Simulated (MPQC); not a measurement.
# MP2/def2-TZVPP run of BNH4 (SMILES BN), part 2 of 2

MPQC 2.3.1. Earlier steps stand in the parts before.

## Step 3: The distorted shape, same level

run.in

```
molecule<Molecule>: (
  symmetry = c1
  unit = angstrom
  { atoms geometry } = {
    B  [ -0.169352    -0.883187    -0.031061 ]
    N  [ 0.146100     0.677400     0.010800 ]
    H  [ 0.184648    -1.571587     0.882039 ]
    H  [ -0.753152    -1.332287    -0.974661 ]
    H  [ -0.121600     1.313700    -0.720800 ]
    H  [ 0.632000     1.121400     0.771300 ]
  }
)
basis<GaussianBasisSet>: (
  name = "def2-TZVPP"
  molecule = $:molecule
  basisdir = "."
  puream = yes
)
mpqc: (
  checkpoint = no
  savestate = no
  restart = no
  do_energy = yes
  do_gradient = no
  optimize = no
  mole<MBPT2>: (
    molecule = $:molecule
    basis = $:basis
    memory = 1000000000
    method = mp
    nfzc = 2
    reference<CLHF>: (
      molecule = $:molecule
      basis = $:basis
      total_charge = 0
      memory = 1000000000
      print_evals = yes
      maxiter = 120
      value_accuracy = 1e-08
      guess_wavefunction<ExtendedHuckelWfn>: (
        molecule = $:molecule
        total_charge = 0
        multiplicity = 1
        basis<GaussianBasisSet>: (
          name = "STO-3G"
          molecule = $:molecule
        )
      )
    )
  )
)
```

The basis set def2-TZVPP is read from a file made from the Basis Set Exchange's data (not shown).

Command:

```bash
$ mpqc run.in > run.out
```

Output:

```text
MPQC: Massively Parallel Quantum Chemistry
                                   Version 2.3.1

  Using IntegralV3 by default for molecular integrals evaluation

  CLSCF::init: total charge = 0

  docc = [ 8 ]
  nbasis = 118

  Molecular formula H4BN

  The following keywords in "run.in" were ignored:
    mpqc:mole:reference:guess_wavefunction:multiplicity

  MPQC options:
    matrixkit     = <ReplSCMatrixKit>
    restart       = no
    checkpoint    = no
    savestate     = no
    do_energy     = yes
    do_gradient   = no
    optimize      = no
    write_pdb     = no
    print_mole    = yes
    print_timings = yes

    Using symmetric orthogonalization.
  n(basis):           118
  Maximum orthogonalization residual = 6.90374
  Minimum orthogonalization residual = 0.000943118
  Using symmetric orthogonalization.
  n(basis):           118
  Maximum orthogonalization residual = 6.90374
  Minimum orthogonalization residual = 0.000943118

  Entered memgrp based MP2 routine
  Static memory used per node:    124608 Bytes
  Minimum memory required:        1119584 Bytes
  Batch size:                     6
   npass  rest  nbasis  nshell  nfuncmax
    1      0     118      46       7
   nocc   nvir   nfzc   nfzv
    8      110    2      0

  SCF::compute: energy accuracy = 1.0000000e-08

  nuclear repulsion energy =   30.0578914706

  integral intermediate storage = 910829 bytes
  integral cache = 998976835 bytes
  Projecting guess wavefunction into the present basis set
      Using symmetric orthogonalization.
      n(basis):            14
      Maximum orthogonalization residual = 2.12491
      Minimum orthogonalization residual = 0.26978
      docc = [ 8]
      socc = [ 0]

      Projecting the guess density.

        The number of electrons in the guess density = 16
        The number of electrons in the projected density = 15.9891

  Beginning iterations.  Basis is def2-TZVPP.
  iter     1 energy =  -80.7512429613 delta = 2.74145e-02
  iter     2 energy =  -81.4724088840 delta = 1.18596e-02
  iter     3 energy =  -81.4999484288 delta = 2.33923e-03
  iter     4 energy =  -81.5035758522 delta = 8.51684e-04
  iter     5 energy =  -81.5044501887 delta = 3.73973e-04
  iter     6 energy =  -81.5045393657 delta = 1.25980e-04
  iter     7 energy =  -81.5045614951 delta = 6.47193e-05
  iter     8 energy =  -81.5045647513 delta = 2.72777e-05
  iter     9 energy =  -81.5045649534 delta = 7.85307e-06
  iter    10 energy =  -81.5045649591 delta = 1.45847e-06
  iter    11 energy =  -81.5045649593 delta = 2.62681e-07
  iter    12 energy =  -81.5045649593 delta = 4.70770e-08
  iter    13 energy =  -81.5045649593 delta = 1.04180e-08

  A
        1  -15.55015    2.00000
        2   -7.62712    2.00000
        3   -1.11826    2.00000
        4   -0.69561    2.00000
        5   -0.65692    2.00000
        6   -0.53923    2.00000
        7   -0.48750    2.00000
        8   -0.40489    2.00000
        9    0.09874    0.00000
       10    0.12765    0.00000
       11    0.15472    0.00000
       12    0.16485    0.00000
       13    0.21955    0.00000
       14    0.23956    0.00000
       15    0.25337    0.00000
       16    0.28236    0.00000
       17    0.30135    0.00000
       18    0.42853    0.00000
       19    0.46857    0.00000
       20    0.51894    0.00000
       21    0.55388    0.00000
       22    0.56607    0.00000
       23    0.57900    0.00000
       24    0.61081    0.00000
       25    0.64784    0.00000
       26    0.65176    0.00000
       27    0.65929    0.00000
       28    0.75825    0.00000
       29    0.79729    0.00000
       30    0.82276    0.00000
       31    0.83196    0.00000
       32    0.91728    0.00000
       33    0.91904    0.00000
       34    0.95548    0.00000
       35    1.11410    0.00000
       36    1.12935    0.00000
       37    1.17961    0.00000
       38    1.18714    0.00000
       39    1.20893    0.00000
       40    1.22554    0.00000
       41    1.28099    0.00000
       42    1.35469    0.00000
       43    1.39192    0.00000
       44    1.49993    0.00000
       45    1.54151    0.00000
       46    1.57309    0.00000
       47    1.64529    0.00000
       48    1.66968    0.00000
       49    1.67399    0.00000
       50    1.77992    0.00000
       51    1.82398    0.00000
       52    1.96010    0.00000
       53    2.04345    0.00000
       54    2.13018    0.00000
       55    2.14793    0.00000
       56    2.20478    0.00000
       57    2.22446    0.00000
       58    2.25524    0.00000
       59    2.28786    0.00000
       60    2.33528    0.00000
       61    2.46710    0.00000
       62    2.48968    0.00000
       63    2.54049    0.00000
       64    2.57121    0.00000
       65    2.64196    0.00000
       66    2.69442    0.00000
       67    2.95520    0.00000
       68    3.01107    0.00000
       69    3.26407    0.00000
       70    3.31070    0.00000
       71    3.33279    0.00000
       72    3.44495    0.00000
       73    3.49443    0.00000
       74    3.59211    0.00000
       75    3.61881    0.00000
       76    3.63462    0.00000
       77    3.65986    0.00000
       78    3.77052    0.00000
       79    3.87532    0.00000
       80    3.90819    0.00000
       81    3.93001    0.00000
       82    3.93153    0.00000
       83    4.03549    0.00000
       84    4.16729    0.00000
       85    4.18309    0.00000
       86    4.21871    0.00000
       87    4.25920    0.00000
       88    4.31209    0.00000
       89    4.31642    0.00000
       90    4.35193    0.00000
       91    4.35344    0.00000
       92    4.41490    0.00000
       93    4.45445    0.00000
       94    4.52842    0.00000
       95    4.65387    0.00000
       96    4.76595    0.00000
       97    4.79910    0.00000
       98    4.82964    0.00000
       99    4.85080    0.00000
      100    4.89257    0.00000
      101    4.99392    0.00000
      102    5.01702    0.00000
      103    5.04173    0.00000
      104    5.12889    0.00000
      105    5.17728    0.00000
      106    5.29304    0.00000
      107    5.38258    0.00000
      108    5.64609    0.00000
      109    5.89998    0.00000
      110    5.92387    0.00000
      111    6.10070    0.00000
      112    6.13094    0.00000
      113    6.19552    0.00000
      114    6.56255    0.00000
      115    6.94826    0.00000
      116    7.00836    0.00000
      117   16.29034    0.00000
      118   33.77877    0.00000

  HOMO is     8   A =  -0.404886
  LUMO is     9   A =   0.098740

  total scf energy =  -81.5045649593

  Size of global distributed array:       5346816 Bytes
  Beginning pass 1
  Begin loop over shells (erep, 1.+2. q.t.)
    working on shell pair (  0   0),  0.000% complete (0 of 1081)
    working on shell pair ( 14   3),  9.991% complete (108 of 1081)
    working on shell pair ( 20   6), 19.981% complete (216 of 1081)
    working on shell pair ( 24  24), 29.972% complete (324 of 1081)
    working on shell pair ( 28  26), 39.963% complete (432 of 1081)
    working on shell pair ( 32  12), 49.954% complete (540 of 1081)
    working on shell pair ( 35  18), 59.944% complete (648 of 1081)
    working on shell pair ( 38  15), 69.935% complete (756 of 1081)
    working on shell pair ( 41   3), 79.926% complete (864 of 1081)
    working on shell pair ( 43  26), 89.917% complete (972 of 1081)
    working on shell pair ( 45  45), 99.907% complete (1080 of 1081)
  End of loop over shells
  Begin third q.t.
  End of third q.t.
  Begin fourth q.t.
  End of fourth q.t.

  Largest first order coefficients (unique):
     1  -0.03717883  8   A  8   A -> 21   A 21   A (+-+-)
     2  -0.03693864  8   A  8   A ->  9   A  9   A (+-+-)
     3   0.02451961  8   A  8   A -> 21   A  9   A (+-+-)
     4  -0.01998639  8   A  5   A -> 21   A 25   A (+-+-)
     5  -0.01987900  5   A  5   A -> 25   A 25   A (+-+-)
     6  -0.01908294  6   A  6   A -> 18   A 18   A (+-+-)
     7  -0.01752400  7   A  7   A -> 17   A 17   A (+-+-)
     8   0.01703645  8   A  5   A -> 25   A 21   A (++++)
     9  -0.01695986  7   A  7   A -> 23   A 23   A (+-+-)
    10   0.01618740  8   A  6   A ->  9   A 18   A (+-+-)

  RHF energy [au]:                    -81.504564959317
  MP2 correlation energy [au]:         -0.328854116705
  MP2 energy [au]:                    -81.833419076023
Value of the MolecularEnergy:  -81.8334190760

  MBPT2:
    Function Parameters:
      value_accuracy    = 3.058081e-07 (1.000000e-06) (computed)
      gradient_accuracy = 0.000000e+00 (1.000000e-06)
      hessian_accuracy  = 0.000000e+00 (1.000000e-04)

    Molecule:
      Molecular formula: H4BN
      molecule<Molecule>: (
        symmetry = c1
        unit = "angstrom"
        {  n atoms                        geometry                     }={
           1     B [   -0.1693520000    -0.8831870000    -0.0310610000]
           2     N [    0.1461000000     0.6774000000     0.0108000000]
           3     H [    0.1846480000    -1.5715870000     0.8820390000]
           4     H [   -0.7531520000    -1.3322870000    -0.9746610000]
           5     H [   -0.1216000000     1.3137000000    -0.7208000000]
           6     H [    0.6320000000     1.1214000000     0.7713000000]
        }
      )
      Atomic Masses:
         11.00931   14.00307    1.00783    1.00783    1.00783
          1.00783

    Electronic basis:
      GaussianBasisSet:
        nbasis = 118
        nshell = 46
        nprim  = 72
        name = "def2-TZVPP"
    Reference Wavefunction:
      Function Parameters:
        value_accuracy    = 3.058081e-09 (1.000000e-08) (computed)
        gradient_accuracy = 0.000000e+00 (1.000000e-06)
        hessian_accuracy  = 0.000000e+00 (1.000000e-04)

      Molecule:
        Molecular formula: H4BN
        molecule<Molecule>: (
          symmetry = c1
          unit = "angstrom"
          {  n atoms                        geometry                     }={
             1     B [   -0.1693520000    -0.8831870000    -0.0310610000]
             2     N [    0.1461000000     0.6774000000     0.0108000000]
             3     H [    0.1846480000    -1.5715870000     0.8820390000]
             4     H [   -0.7531520000    -1.3322870000    -0.9746610000]
             5     H [   -0.1216000000     1.3137000000    -0.7208000000]
             6     H [    0.6320000000     1.1214000000     0.7713000000]
          }
        )
        Atomic Masses:
           11.00931   14.00307    1.00783    1.00783    1.00783
            1.00783

      Electronic basis:
        GaussianBasisSet:
          nbasis = 118
          nshell = 46
          nprim  = 72
          name = "def2-TZVPP"
      SCF Parameters:
        maxiter = 120
        density_reset_frequency = 10
        level_shift = 0.000000

      CLSCF Parameters:
        charge = 0
        ndocc = 8
        docc = [ 8 ]

                             CPU  Wall
mpqc:                      44.93 44.94
  calc:                    44.92 44.93
    mp2-mem:               44.91 44.92
      mp2 passes:           7.34  7.34
        3. q.t.:            0.04  0.04
        4. q.t.:            0.04  0.04
        compute ecorr:      0.00  0.00
        divide (ia|jb)'s:   0.00  0.00
        erep+1.qt+2.qt:     7.27  7.27
      vector:              37.29 37.30
        density:            0.01  0.01
        evals:              0.08  0.08
        extrap:             0.05  0.05
        fock:              36.57 36.57
          accum:            0.00  0.00
          ao_gmat:         36.54 36.54
          init pmax:        0.00  0.00
          local data:       0.01  0.01
          setup:            0.00  0.00
          sum:              0.00  0.00
          symm:             0.01  0.01
  input:                    0.01  0.01
```

It took 45 s on 1 thread of Arm Neoverse V1, shared host; peak memory 0.49 GiB.

## Step 4: Outcome

This closing draws on all 2 parts.

Level: MP2/def2-TZVPP, 2 core orbitals frozen.

```
                                                         quantity         value
                                        first shape: total energy  -81.85637 Eh
                 first shape: HOMO energy (Hartree–Fock orbitals)     -11.98 eV
                 first shape: LUMO energy (Hartree–Fock orbitals)       3.29 eV
               first shape: HOMO–LUMO gap (Hartree–Fock orbitals)      15.27 eV
         first shape: correlation energy (2 core orbitals frozen)    -326.7 mEh
                                    distorted shape: total energy  -81.83342 Eh
             distorted shape: HOMO energy (Hartree–Fock orbitals)     -11.02 eV
             distorted shape: LUMO energy (Hartree–Fock orbitals)       2.69 eV
           distorted shape: HOMO–LUMO gap (Hartree–Fock orbitals)      13.70 eV
     distorted shape: correlation energy (2 core orbitals frozen)    -328.9 mEh
energy change with the B1–N2 bond stretched from 1.385 to 1.593 Å      0.624 eV
```

In words: With the B1–N2 bond stretched from 1.385 to 1.593 Å the energy rises by 0.62 eV (14.4 kcal/mol). The first shape isn't relaxed at this level, so the change isn't measured from a minimum.
